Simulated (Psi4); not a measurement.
# B3LYP/def2-TZVP run of AlH2OF (SMILES [OH][AlH][F])

What is the energy change on altering one bond length of AlH2OF at B3LYP/def2-TZVP? 

Program for the calculation: Psi4 1.11.

### Step 1. The molecule

AlH2OF: 5 atoms, total charge 0, spin state singlet. SMILES: `[OH][AlH][F]`. The shape comes from GFN2-xTB, which is rough for such elements, and wasn't checked as a minimum. This is one conformer, not always the lowest.

Bond lengths: O1–Al2 1.635 Å, Al2–F3 1.650 Å, O1–H4 0.946 Å, Al2–H5 1.492 Å. Angles: O1–Al2–F3 123.4°, O1–Al2–H5 119.8°, F3–Al2–H5 116.9°, Al2–O1–H4 177.6°.

### Step 2. Energy and gradient at B3LYP/def2-TZVP

alfh2o.in

```
memory 1.6 GB

molecule {
  0 1
  O
  Al 1 R2
  F 2 R3 1 A3
  H 1 R4 3 A4 2 D4
  H 2 R5 1 A5 3 D5

  R2 = 1.634759
  R3 = 1.649808
  A3 = 123.35483
  R4 = 0.946384
  A4 = 153.94979
  D4 = -179.96454
  R5 = 1.491534
  A5 = 119.75182
  D5 = -179.81121
  symmetry c1
}

set globals {
  basis                def2-TZVP
  puream               true
  e_convergence        1e-09
  d_convergence        1e-08
  scf_type             pk
  dft_radial_points    99
  dft_spherical_points 590
}

e, wfn = gradient('b3lyp', return_wfn=True)
oeprop(wfn, 'LOWDIN_CHARGES', 'DIPOLE', 'MULLIKEN_CHARGES', title='B3LYP')
```

On the command line:

```
$ psi4 -i alfh2o.in -o alfh2o.out -n 1
```

alfh2o.out:

```text
[...]
  Running in c1 symmetry.
[...]
  Nuclear repulsion =  100.879098286272679
[...]
  Multiplicity = 1
[...]
  Nalpha       = 16
  Nbeta        = 16
[...]
    Number of basis functions: 111
[...]
   @RKS iter   1:  -418.61497093665241   -4.32168e-01   8.89723e-03 ADIIS/DIIS
[...]
   @RKS iter  11:  -418.93696228409459   -5.68434e-13   1.90620e-09 DIIS
[...]
    Orbital Energies [Eh]
    ---------------------
    Doubly Occupied:
       1A    -56.029174     2A    -24.639791     3A    -19.121488
       4A     -4.139283     5A     -2.696656     6A     -2.690492
       7A     -2.689184     8A     -1.140163     9A     -0.988289
      10A     -0.556348    11A     -0.453014    12A     -0.409042
      13A     -0.407799    14A     -0.358418    15A     -0.347592
      16A     -0.329595
[...]
  @RKS Final Energy:  -418.93696228409459
   => Energetics <=
    Nuclear Repulsion Energy =            100.8790982862726793
    One-Electron Energy =                -783.3220565216259956
    Two-Electron Energy =                 294.6997862422344383
    DFT Exchange-Correlation Energy =     -31.1937902909756737
    Empirical Dispersion Energy =           0.0000000000000000
    VV10 Nonlocal Energy =                  0.0000000000000000
    Total Energy =                       -418.9369622840945908
[...]
  -Total Gradient:
     Atom            X                  Y                   Z
    ------   -----------------  -----------------  -----------------
       1       -0.000039300313     0.001756985763     0.009696070275
       2        0.000106209806     0.012920575596     0.000338617565
       3       -0.000054019024     0.002563598411     0.001542268194
       4       -0.000013780115     0.001304308202     0.000360329088
       5        0.000002189446    -0.018507267994    -0.011985811771
[...]
 Multipole Moments:
 ------------------------------------------------------------------------------------
     Multipole            Electronic (a.u.)      Nuclear  (a.u.)        Total (a.u.)
 ------------------------------------------------------------------------------------
 L = 1.  Multiply by 2.5417464519 to convert [e a0] to [Debye]
 Dipole X            :          0.0069477           -0.0042405            0.0027073
 Dipole Y            :         -2.1456732            2.5547872            0.4091141
 Dipole Z            :          1.7947924           -2.5871369           -0.7923445
 Magnitude           :                                                    0.8917351
[...]
  Mulliken Charges: (a.u.)
   Center  Symbol    Alpha    Beta     Spin     Total
       1     O     4.27834  4.27834  0.00000 -0.55668
       2    AL     6.14628  6.14628  0.00000  0.70743
       3     F     4.67884  4.67884  0.00000 -0.35768
       4     H     0.34315  0.34315  0.00000  0.31370
       5     H     0.55338  0.55338  0.00000 -0.10677
   Total alpha = 16.00000, Total beta = 16.00000, Total charge =  0.00000
  Lowdin Charges: (a.u.)
   Center  Symbol    Alpha    Beta     Spin     Total
       1     O     4.03936  4.03936  0.00000 -0.07872
[...]
```

It took 26 s on 1 thread of Intel Xeon Platinum 8275CL at 3.00GHz (Skylake/Cascade Lake), shared host; peak memory 0.63 GiB.

### Step 3. The distorted shape at the same level

alfh2o.xyz

```xyz
5
AlFH2O
O     -1.372164     0.058614    -0.249671
Al     0.122526    -0.406306     0.221699
F      0.428336    -1.834096     0.989659
H     -2.221584     0.361474    -0.536731
H      1.641100     0.751530    -0.114560
```

run.py

```python
import psi4

psi4.set_memory('1600 MB')
psi4.set_num_threads(1)
psi4.set_output_file('output.dat', False)

with open('alfh2o.xyz') as f:
    atoms = ''.join(f.readlines()[2:])
mol = psi4.geometry('0 1\n' + atoms + 'symmetry c1')

psi4.set_options({
    'basis': 'def2-TZVP',
    'puream': True,
    'e_convergence': 1e-09,
    'd_convergence': 1e-08,
    'scf_type': 'pk',
    'dft_radial_points': 99,
    'dft_spherical_points': 590,
})

result, w = psi4.gradient('b3lyp', molecule=mol, return_wfn=True)
print('gradient / Eh bohr^-1')
print(result.np.round(6))
print(f'energy = {w.energy():.10f} Eh')
for k, v in sorted(psi4.core.scalar_variables().items()):
    print(f'{k:45s} {v:18.10f}')
```

On the command line:

```
$ python run.py
```

output.dat:

```text
[...]
  Running in c1 symmetry.
[...]
  Nuclear repulsion =   99.381123503828178
[...]
  Multiplicity = 1
[...]
  Nalpha       = 16
  Nbeta        = 16
[...]
    Number of basis functions: 111
[...]
   @RKS iter   1:  -418.59424620474033   -4.68824e-01   8.89779e-03 ADIIS/DIIS
[...]
   @RKS iter  11:  -418.91426511228133   -1.70530e-12   2.51766e-09 DIIS
[...]
    Orbital Energies [Eh]
    ---------------------
    Doubly Occupied:
       1A    -56.061846     2A    -24.650514     3A    -19.130247
       4A     -4.166064     5A     -2.723632     6A     -2.717388
       7A     -2.716565     8A     -1.149990     9A     -0.996372
      10A     -0.564181    11A     -0.460942    12A     -0.416919
      13A     -0.415475    14A     -0.355451    15A     -0.353261
      16A     -0.303786
[...]
  @RKS Final Energy:  -418.91426511228133
   => Energetics <=
    Nuclear Repulsion Energy =             99.3811235038281779
    One-Electron Energy =                -779.9556134295316951
    Two-Electron Energy =                 292.7864465544128052
    DFT Exchange-Correlation Energy =     -31.1262217409905837
    Empirical Dispersion Energy =           0.0000000000000000
    VV10 Nonlocal Energy =                  0.0000000000000000
    Total Energy =                       -418.9142651122813277
[...]
 Multipole Moments:
 ------------------------------------------------------------------------------------
     Multipole            Electronic (a.u.)      Nuclear  (a.u.)        Total (a.u.)
 ------------------------------------------------------------------------------------
 L = 1.  Multiply by 2.5417464519 to convert [e a0] to [Debye]
 Dipole X            :          0.2967311           -1.0669304           -0.7701993
 Dipole Y            :         -2.7304960            3.1568400            0.4263440
 Dipole Z            :          1.4132724           -1.7537945           -0.3405221
 Magnitude           :                                                    0.9438917
[...]
  -Total Gradient:
     Atom            X                  Y                   Z
    ------   -----------------  -----------------  -----------------
       1        0.004784069339     0.000173309924     0.000711908612
       2       -0.047799408539    -0.030779402171     0.007605064819
       3        0.001489494231    -0.001369580503     0.000978319994
       4        0.000885217602     0.000033427684     0.000135861974
       5        0.040610497956     0.031989521894    -0.009461614696
[...]
```

The script printed:

```text
gradient / Eh bohr^-1
[[ 4.7840e-03  1.7300e-04  7.1200e-04]
 [-4.7799e-02 -3.0779e-02  7.6050e-03]
 [ 1.4890e-03 -1.3700e-03  9.7800e-04]
 [ 8.8500e-04  3.3000e-05  1.3600e-04]
 [ 4.0610e-02  3.1990e-02 -9.4620e-03]]
energy = -418.9142651123 Eh
CURRENT ENERGY                                   -418.9142651123
CURRENT REFERENCE ENERGY                         -418.9142651123
DD SOLVATION ENERGY                                 0.0000000000
DFT FUNCTIONAL TOTAL ENERGY                      -418.9142651123
DFT TOTAL ENERGY                                 -418.9142651123
DFT VV10 ENERGY                                     0.0000000000
DFT XC ENERGY                                     -31.1262217410
GRID ELECTRONS ALPHA                               16.0000000832
GRID ELECTRONS BETA                                16.0000000832
GRID ELECTRONS TOTAL                               32.0000001663
NUCLEAR REPULSION ENERGY                           99.3811235038
ONE-ELECTRON ENERGY                              -779.9556134295
PCM POLARIZATION ENERGY                             0.0000000000
PE ENERGY                                           0.0000000000
SCF ITERATION ENERGY                             -418.9142651123
SCF ITERATIONS                                     11.0000000000
SCF TOTAL ENERGY                                 -418.9142651123
TWO-ELECTRON ENERGY                               292.7864465544
XC GRID RADIAL POINTS                              99.0000000000
XC GRID SPHERICAL POINTS                          590.0000000000
XC GRID TOTAL POINTS                           281420.0000000000
```

Run time: 26 s. Hardware: 1 thread of Intel Xeon Platinum 8275CL at 3.00GHz (Skylake/Cascade Lake), shared host; peak memory 0.64 GiB.

### Step 4. Summary of results

At B3LYP/def2-TZVP:

| quantity | value |
| --- | --- |
| first shape: total energy | -418.93696 Eh |
| first shape: dipole moment | 2.27 D |
| first shape: HOMO energy | -8.97 eV |
| first shape: LUMO energy | -0.49 eV |
| first shape: HOMO–LUMO gap | 8.48 eV |
| first shape: largest force on an atom | 1.134 eV/Å |
| distorted shape: total energy | -418.91427 Eh |
| distorted shape: dipole moment | 2.40 D |
| distorted shape: HOMO energy | -8.27 eV |
| distorted shape: LUMO energy | -1.17 eV |
| distorted shape: HOMO–LUMO gap | 7.09 eV |
| distorted shape: largest force on an atom | 2.949 eV/Å |
| energy change with the Al2–H5 bond stretched from 1.492 to 1.939 Å | 0.618 eV |

With the Al2–H5 bond stretched from 1.492 to 1.939 Å the energy rises by 0.62 eV (59.6 kJ/mol). The first shape isn't relaxed at this level, so the change isn't measured from a minimum. The largest force (first shape) is 1.13 eV/Å: the shape isn't a stationary point for this species at this level.
